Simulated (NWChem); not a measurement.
A series in which one site is exchanged, each optimised at PBE0/def2-SVP with NWChem, gas phase unless a solvent is named. Some are not confirmed as minima by frequencies. def2 effective core potentials on Hf; no spin-orbit coupling.

A: [CH3][Ti]([CH3])=[O] (C2H6OTi; site = Ti)
B: CS(C)=O (C$_{2}$H$_{6}$OS; site = S)
C: [CH3][Hf]([CH3])=[O] (C2H6HfO; site = Hf)

### Question
Rank them by static polarisability, PBE/def2-SVPD (bohr³), lowest first.

### Answer
B (55.4), A (67.5), C (78.6)
